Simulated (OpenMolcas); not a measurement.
# PH (SMILES [PH]) at 4 levels

Wanted: a comparison of 4 runs (ROHF/6-31G*, U-r2SCAN/6-31G*, UM06-2X/6-31G*, ROCCSD(T)/6-31G*) of PH. 

Program for the calculation: OpenMolcas 26.06.

**1. Starting point**

The species is PH (2 atoms), meant as a triplet with charge 0. SMILES: `[PH]`. The P1–H2 distance was set to 2.099 Å, away from the relaxed value.

**2. The energy at ROHF/6-31G(d) (spherical functions) (run 1)**

Contents of step1.inp:

```
&GATEWAY
BASLIB=$CurrDir
COORD
2
angstrom
P        0.000000       0.000000      -0.699530
H        0.000000       0.000000       1.399070
BASIS=6-31Gs
GROUP=NoSym
&SEWARD
&SCF
UHF
SPIN=3
PRORBITALS=1 1
&RASSCF
FILEORB=$Project.UnaOrb
SPIN=3
NACTEL=2 0 0
INACTIVE=7
RAS2=2
OUTORBITALS=Canonical
ORBLISTING=Nothing
```

The basis set 6-31G* is read from a file made from the Basis Set Exchange's data (not shown).

Started as:

```console
$ export MOLCAS_MEM=1860
$ pymolcas step1.inp > step1.log
```

Standard output:

```text
--- Start Module: gateway ---
[...]
--- Stop Module: gateway /rc=_RC_ALL_IS_WELL_ ---
[...]
      Basis functions           20
[...]
--- Start Module: scf ---
[...]
       Convergence after  31 Iterations
[...]
::    Total SCF energy                               -341.2023014265
[...]
      Total spin, S                                     1.1669855166
[...]
--- Stop Module: scf /rc=_RC_ALL_IS_WELL_ ---
--- Start Module: rasscf ---
[...]
      Number of active orbitals                  2
[...]
      Spin quantum number                      1.0
[...]
      Active orbitals                            2
[...]
      Number of CSFs                             1
[...]
      Number of root(s) required                 1
[...]
      Convergence after  9 iterations
[...]
      printout of CI-coefficients larger than  0.05 for root  1
      energy=    -341.179930
      conf/sym  11     Coeff  Weight
             1  uu   1.00000 1.00000
      Natural orbitals and occupation numbers for root  1
      sym 1:   1.000000   1.000000
      ************************************************************************************************************************
      *                                                    Final results                                                     *
[...]
::    RASSCF root number  1 Total energy:   -341.17993040
[...]
      Total electronic charge=   16.000000
      Total            charge=   -0.000000
[...]
      Dipole Moment (debye):
      Origin of the operator (angstrom)=    0.0000    0.0000   -0.6334
                   X= -3.0541E-13               Y=  4.0728E-13               Z= -7.0355E-01           Total=  7.0355E-01
      Quadrupole Moment (debye*angstrom):
[...]
--- Stop Module: rasscf /rc=_RC_ALL_IS_WELL_ ---
[...]
```

It took 2.3 s on 1 thread of AMD EPYC 9R45 (Zen 5), shared host; peak memory 0.37 GiB.

**3. The energy at U-r2SCAN/6-31G(d) (spherical functions) (run 2)**

Contents of test.inp:

```
&GATEWAY
BasLib=$CurrDir
Coord
2
angstrom
P        0.000000       0.000000      -0.699530
H        0.000000       0.000000       1.399070
Basis=6-31Gs
Group=NoSym
&SEWARD
GridInput
Grid=UltraFine
End of Grid
&SCF
UHF
Spin=3
KSDFT=2
1.0 MGGA_X_R2SCAN
1.0 MGGA_C_R2SCAN
Thresholds=1e-10 1e-07 1e-07 1e-05
PrOrbitals=1 1
```

The basis set 6-31G* is read from a file made from the Basis Set Exchange's data (not shown).

Started as:

```console
$ export MOLCAS_MEM=1860
$ pymolcas test.inp > test.log
```

Standard output:

```text
--- Start Module: gateway ---
[...]
--- Stop Module: gateway /rc=_RC_ALL_IS_WELL_ ---
--- Start Module: seward ---
[...]
      Basis functions           20
--- Stop Module: seward /rc=_RC_ALL_IS_WELL_ ---
--- Start Module: scf ---
[...]
       Convergence after  19 Iterations
[...]
::    Total KS-DFT energy                            -341.7659308391
[...]
      Total spin, S                                     1.0330006784
[...]
      Total electronic charge=   16.000000
      Total            charge=   -0.000000
[...]
      Dipole Moment (debye):
      Origin of the operator (angstrom)=    0.0000    0.0000   -0.6334
                   X= -6.3311E-16               Y= -5.0966E-16               Z= -2.5584E-01           Total=  2.5584E-01
      Quadrupole Moment (debye*angstrom):
[...]
--- Stop Module: scf /rc=_RC_ALL_IS_WELL_ ---
[...]
```

Wall time 4.8 s (1 thread of AMD EPYC 9R45 (Zen 5), shared host); peak memory 0.37 GiB.

Run 3 isn't shown in full; the table further down has it.

**4. A single-point energy at ROCCSD(T)/6-31G(d) (spherical functions) (run 4)**

Contents of test.inp:

```
&GATEWAY
  BasLib=$CurrDir
  Coord
  2
  angstrom
  P        0.000000       0.000000      -0.699530
  H        0.000000       0.000000       1.399070
  Basis=6-31Gs
  Group=NoSym

&SEWARD

&SCF
  UHF
  Spin=3
  Thresholds=1e-10 1e-07 1e-07 1e-05
  PrOrbitals=1 1

&RASSCF
  FileOrb=$Project.UnaOrb
  Spin=3
  Nactel=2 0 0
  Inactive=7
  Ras2=2
  OutOrbitals=Canonical
  OrbListing=Nothing

&MOTRA
  JobIph
  Frozen=5

&CCSDT
  CCT
  Triples=3
  Iterations=80
  Accuracy=1e-08
  Extrapolation=5 4
```

The basis set 6-31G* is read from a file made from the Basis Set Exchange's data (not shown).

Started as:

```console
$ export MOLCAS_MEM=1860
$ pymolcas test.inp > test.log
```

Standard output:

```text
--- Start Module: gateway ---
[...]
--- Stop Module: gateway /rc=_RC_ALL_IS_WELL_ ---
[...]
      Basis functions           20
[...]
       Convergence after  32 Iterations
[...]
::    Total SCF energy                               -341.2023014265
[...]
      Total spin, S                                     1.1669854805
[...]
      Number of active orbitals                  2
[...]
      Spin quantum number                      1.0
[...]
      Active orbitals                            2
[...]
      Number of CSFs                             1
[...]
      Number of root(s) required                 1
[...]
      Convergence after  9 iterations
[...]
      printout of CI-coefficients larger than  0.05 for root  1
      energy=    -341.179930
      conf/sym  11     Coeff  Weight
             1  uu   1.00000 1.00000
      Natural orbitals and occupation numbers for root  1
      sym 1:   1.000000   1.000000
      ************************************************************************************************************************
      *                                                    Final results                                                     *
[...]
::    RASSCF root number  1 Total energy:   -341.17993040
[...]
      Total electronic charge=   16.000000
      Total            charge=   -0.000000
[...]
      Dipole Moment (debye):
      Origin of the operator (angstrom)=    0.0000    0.0000   -0.6334
                   X= -3.0625E-14               Y= -5.1591E-13               Z= -7.0355E-01           Total=  7.0355E-01
      Quadrupole Moment (debye*angstrom):
[...]
--- Start Module: motra ---
[...]
      Convergence after                    19  Iterations
      Total energy (diff) :    -341.29601421       0.00000000
[...]
 METHOD                       : CCSD+T(CCSD)+<T3(1)WT1>+<T3(1)UT2> = CCSD(T)
[...]
       CCSD     =      -341.2960142144375
[...]
```

Run time: 2.9 s. Hardware: 1 thread of AMD EPYC 9R45 (Zen 5), shared host; peak memory 0.37 GiB.

**5. All runs side by side**

| run | level | integration grid | SCF convergence threshold | energy (Eh) | dipole moment (D) | wall time |
| --- | --- | --- | --- | --- | --- | --- |
| 1 | ROHF/6-31G* (spherical functions) | – | – | -341.179930 | 0.70 | 2.3 s |
| 2 | U-r2SCAN/6-31G* (spherical functions) | UltraFine | 1e-10 | -341.765931 | 0.26 | 4.8 s |
| 3 | UM06-2X/6-31G* (spherical functions) | UltraFine | 1e-10 | -341.758653 | 0.36 | 4.8 s |
| 4 | ROCCSD(T)/6-31G* (spherical functions) | – | 1e-10 | -341.299857 | – | 2.9 s |

**6. Summary of results**

| quantity | value |
| --- | --- |
| run 4: total energy | -341.29986 Eh |
| run 4: (T) correction | -3.84 mEh |

**Reading.** Over runs 1, 2, 3 the dipole moment (its size) runs from 0.26 D (U-r2SCAN/6-31G*) to 0.70 D (ROHF/6-31G*). Totals of different functionals can't be ranked against each other. Spin contamination of the reference: run 3 ⟨S²⟩ = 2.10, run 2 ⟨S²⟩ = 2.10. All runs together took 15 s, the longest 4.8 s.
